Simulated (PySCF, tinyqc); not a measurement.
Worked calculation: FCI on RHF in the sto-3g basis, frozen core, for LiH, spin multiplicity 1. The lowest restricted solution is unstable here: a spin-polarised one lies 0.0366 hartree lower (PySCF). One step of it, computed by the program tinyqc.

Problem. FCI: determinants and Hamiltonian. Slater-Condon rules over spin orbitals, with the nuclear repulsion and the energy of the frozen orbital added and E(HF) subtracted on the diagonal. Only determinants linked to the reference directly or through others are kept (one block of an abelian symmetry group), so some states are absent.

one-electron integrals dressed by the frozen orbital, h + 2 (pq|11) - (p1|1q) (hartree), lower triangle:
```
           2          3          4          5          6
2  -0.625640
3   0.072984  -0.328392
4   0.000000   0.000000  -0.279133
5   0.000000   0.000000   0.000000  -0.279133
6   0.100132  -0.080098   0.000000   0.000000  -0.346161
```

energy of the frozen orbital, 2 h_11 + (11|11) = -7.54320838 hartree

Two-electron integrals over orbitals (pq|rs), unique and non-zero (hartree); the lowest 1 orbital is frozen and left out:
```
(22|22) 0.423337    (32|22) -0.072984   (32|32) 0.036297    (33|22) 0.214256
(33|32) 0.018471    (33|33) 0.314216    (42|42) 0.020913    (43|42) 0.022069
(43|43) 0.041238    (44|22) 0.227668    (44|32) 0.023761    (44|33) 0.274864
(44|44) 0.312946    (52|52) 0.020913    (53|52) 0.022069    (53|53) 0.041238
(54|54) 0.016869    (55|22) 0.227668    (55|32) 0.023761    (55|33) 0.274864
(55|44) 0.279207    (55|55) 0.312946    (62|22) -0.100132   (62|32) 0.058560
(62|33) 0.012286    (62|44) 0.046259    (62|55) 0.046259    (62|62) 0.131505
(63|22) 0.069329    (63|32) -0.030770   (63|33) -0.036953   (63|44) -0.014774
(63|55) -0.014774   (63|62) -0.047791   (63|63) 0.042476    (64|42) 0.016698
(64|43) 0.009593    (64|64) 0.017829    (65|52) 0.016698    (65|53) 0.009593
(65|65) 0.017829    (66|22) 0.387322    (66|32) -0.051788   (66|33) 0.242398
(66|44) 0.251324    (66|55) 0.251324    (66|62) -0.067658   (66|63) 0.047256
(66|66) 0.377204
```

nuclear repulsion = 0.61200140 hartree

Hartree-Fock energy = -7.75914946 hartree

Give: determinants; H - E(HF) between determinants.

Solution.

Occupation strings over the orbitals (2 doubly, a alpha, b beta, 0 empty; spin orbitals ordered 1a 1b 2a 2b ...): 220000 2ab000 2a000b 2ba000 2b000a 202000 20a00b 200200 200020 20b00a 200002

H - E(HF) between determinants (hartree), lower triangle:
```
         220000   2ab000   2a000b   2ba000   2b000a   202000   20a00b   200200
220000   0.0000
2ab000   0.0000   0.0882
2a000b   0.0000  -0.0108   0.2435
2ba000   0.0000  -0.0363  -0.0586   0.0882
2b000a   0.0000  -0.0586  -0.1315  -0.0108   0.2435
202000   0.0363   0.0915  -0.0308  -0.0915   0.0308   0.4854
20a00b   0.0586  -0.0308   0.0212  -0.1124   0.0478  -0.1171   0.3958
200200   0.0209   0.0221   0.0167  -0.0221  -0.0167   0.0412   0.0096   0.5826
200020   0.0209   0.0221   0.0167  -0.0221  -0.0167   0.0412   0.0096   0.0169
20b00a  -0.0586  -0.1124   0.0478  -0.0308   0.0212   0.1171  -0.0425  -0.0096
200002   0.1315  -0.0478   0.0325   0.0478  -0.0325   0.0425  -0.0328   0.0178

         200020  20b00a  200002
200020   0.5826
20b00a  -0.0096  0.3958
200002   0.0178  0.0328  0.5128
```
